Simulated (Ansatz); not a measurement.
## Two structures, one formula

Two relaxed structures of AlSiH$_{6}$O (charge +1), singlet (PBE0-D4/def2-TZVP; forces vanish, vibrations not checked).

A:

```
atom    x (Å)    y (Å)    z (Å)
  O1  -1.2122   0.7736  -1.2044
 Al2   0.1468   1.0094   0.1067
 Si3   0.9158  -1.1583   0.9295
  H4  -1.5676  -0.0695  -1.5199
  H5  -1.6550   1.5061  -1.6581
  H6   0.2329   2.5729   0.1355
  H7   2.3646  -1.2474   0.6328
  H8   0.1417  -2.1908   0.1945
  H9   0.6330  -1.1961   2.3834
```

B:

O1  (-0.493, 0.613, -1.192)
Al2  (-0.097, 1.583, 0.078)
Si3  (0.821, -1.137, 1.053)
H4  (0.599, 0.436, 1.193)
H5  (-0.894, 0.712, -2.055)
H6  (-0.066, 3.001, 0.706)
H7  (1.712, -1.251, -0.112)
H8  (-0.547, -1.657, 0.891)
H9  (1.444, -1.342, 2.373)
(Å)

Ansatz 0.2.0; basis: def2-TZVPP; cores frozen in the correlated methods. B3LYP uses VWN-RPA correlation.

Task: Which structure is lower at CCSD(T), and by how much? (An estimate is asked for; the value comes from the calculation.)

Result: By the calculation: B, by 5.2 kJ/mol (electronic energy, against the other). By their contacts, A is AlSiH₆O ([OH2][AlH][SiH3]), total charge +1 and B is AlSiH₆O ([OH][AlH][H][SiH3]), total charge +1.

Task: Do the other methods give the same order? (Judge from chemistry; the calculation decides.)

Result: Computed: Not all: PBE-D4, PBE0-D4 give the other order.

```json
{"method": "PBE-D4", "E(B) − E(A) (kJ/mol)": "5.8"}
{"method": "r2SCAN-D4", "E(B) − E(A) (kJ/mol)": "-6.0"}
{"method": "PBE0-D4", "E(B) − E(A) (kJ/mol)": "9.2"}
{"method": "B3LYP-D4", "E(B) − E(A) (kJ/mol)": "-9.7"}
{"method": "wB97M-V", "E(B) − E(A) (kJ/mol)": "-7.5"}
{"method": "HF", "E(B) − E(A) (kJ/mol)": "-6.9"}
{"method": "MP2", "E(B) − E(A) (kJ/mol)": "-14.2"}
{"method": "CCSD", "E(B) − E(A) (kJ/mol)": "-5.2"}
{"method": "CCSD(T)", "E(B) − E(A) (kJ/mol)": "-5.2"}
```

T1 diagnostic: at most 0.013.

Labels in which every atom is bracketed show which atoms are joined, not bond orders.

For scale, one of the runs: CCSD(T)/def2-TZVPP, 199 basis functions, launched by `ansatz run in.yaml --threads 2 --pin off --events-out ev --progress --plain --max-ram 4352MiB`. Hardware: 2 CPU threads of an Arm Neoverse V2, shared host. Wall time 41 s; peak host memory 2.2 GiB.
